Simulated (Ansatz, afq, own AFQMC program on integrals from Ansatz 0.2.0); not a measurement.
## C2H, doublet: AFQMC among the cluster methods

```xyz
3

C     1.6233   -0.4493    1.2083
C     0.6608   -0.2444    0.5005
H     2.4779   -0.6312    1.8368
```

Connectivity, by distances: CH–C.

Basis def2-SVP. Noble-gas cores (and the filled d shells of Ga–Kr and In–Xe) are frozen. Integrals, coupled cluster, full CI and functionals: Ansatz 0.2.0; the random walks run on the same integrals in our own AFQMC program. The CISD trial takes its coefficients from CCSD amplitudes. Released means that phaseless walkers are propagated on without the constraint, phases kept. Free AFQMC starts from the CCSD state and is never constrained. Its projection time is finite, and what remains of the start isn't in its error. Uncertainties: one standard error, sampling alone.

Determinant: ROHF, the one that the program's search chose, which needn't be the lowest solution. The geometry is a PBE0/def2-SVP stationary point of this or a neighbouring charge and spin state.

No full CI on the walks' own integrals is used here; CCSDTQ serves as the reference and is uncertain by about the last step of the cluster series.

Cautions: a spin-contaminated unrestricted determinant lies lower (UHF 466 meV lower, ⟨S²⟩ 1.16); the released energies have errors that jump between times, so the bars are unsure, so no released level is given (meV from the phaseless value at times in 1/Eh: -2 ± 10 at 0.24, -17 ± 3 at 0.51, -32 ± 3 at 0.99, -33 ± 3 at 1.62, -37 ± 4 at 2.40).

- T1 diagnostic: 0.0297
- weight of the determinant in the CISD state: 0.873
- size of the correlated space: 9 electrons in 31 orbitals

Reference: CCSDTQ, correlation energy -7.114 eV.

```json
{"level": "HF", "E − E(reference) (meV)": "7114.1", "share of correlation (%)": "0.00"}
{"level": "MP2", "E − E(reference) (meV)": "868.0", "share of correlation (%)": "87.80"}
{"level": "CCSD", "E − E(reference) (meV)": "342.7", "share of correlation (%)": "95.18"}
{"level": "CCSD(T)", "E − E(reference) (meV)": "45.1", "share of correlation (%)": "99.37"}
{"level": "CCSDT", "E − E(reference) (meV)": "25.9", "share of correlation (%)": "99.64"}
{"level": "CCSDT(Q)", "E − E(reference) (meV)": "-2.8", "share of correlation (%)": "100.04"}
{"level": "ph-AFQMC/HF", "E − E(reference) (meV)": "325.6 ± 23.7", "share of correlation (%)": "95.42"}
{"level": "ph-AFQMC/CISD", "E − E(reference) (meV)": "51.1 ± 4.9", "share of correlation (%)": "99.28"}
{"level": "free AFQMC", "E − E(reference) (meV)": "0.8 ± 7.2", "share of correlation (%)": "99.99"}
```

CCSDT and higher add their correlation energy to the determinant of the CCSD(T) run, since their own runs factorise the integrals more tightly (a shift of under 2 meV). Free projections are given only where their last times agree within the noise and don't stop above the reference; a slow remainder of the start can still hide under it. A walk keeps the symmetry of its determinant, which the program's search chose and which needn't be the lowest solution, so a lower state of the same spin and another symmetry isn't excluded.
